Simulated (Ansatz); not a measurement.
Al3GaN4 (Pm)

Level of theory: DFT PBEsol, scalar-relativistic, plane waves, PAW in Ansatz 0.2.0.

Settings: cutoff 420 eV, Γ-centred mesh 6×8×4 on the computed 8-atom cell, Gaussian smearing of 0.02 eV; no spin polarisation.

The structure is relaxed at this level of theory with its symmetry kept. Whether it is the stable form of this composition wasn't checked.

```
Al Ga N
1.0
     5.04341    0.00000    0.00011
     0.00000    3.13007    0.00000
    -0.00324    0.00000    5.41799
Al Ga N
3 1 4
Direct
  0.50023 0.50000 0.16733
  0.00092 0.50000 0.83481
  0.00109 0.00000 0.33169
  0.49942 0.00000 0.66620
  0.11117 0.00000 0.66633
  0.12245 0.50000 0.16716
  0.62512 0.50000 0.84019
  0.62319 0.00000 0.32629
```

```
Space group                                                                                                                                 : Pm (No. 6)
Volume per atom                                                                                                                             : 10.69 Å³
Formation energy from the elements' standard states (uncorrected)                                                                           : -1.244 eV/atom
Kohn–Sham band gap                                                                                                                          : 3.48 eV, indirect from (0.000, -0.018, 0.000) to Γ
Löwdin character of the top 1 eV of the valence band                                                                                        : N 2p 89 %
Löwdin character of the lowest 1 eV of the conduction band                                                                                  : N 2s 40 %, Al 3s 16 %, Ga 4s 15 %, N 2p 13 %, Al 3p 9 %
Electron masses at the edge by Cartesian direction of the standard setting (m_e; degenerate bands sorted by energy; no spin-orbit coupling) : x: 0.27; y: 0.27; z: 0.27
Hole masses at the edge by Cartesian direction of the standard setting (m_e; degenerate bands sorted by energy; no spin-orbit coupling)     : x: 0.42; y: 1.8; z: 2.5
Bulk modulus                                                                                                                                : 198 GPa
Its pressure derivative                                                                                                                     : 4.0
Electronic dielectric constant xx, yy, zz of the standard setting (independent particles)                                                   : 5.2, 5.0, 5.0
Bader charges (e)                                                                                                                           : Al (1 in the cell) 2.43, Al (1 in the cell) 2.43, Al (1 in the cell) 2.42, Ga (1 in the cell) 1.53, N (1 in the cell) -2.20, N (1 in the cell) -2.42, N (1 in the cell) -1.98, N (1 in the cell) -2.20
```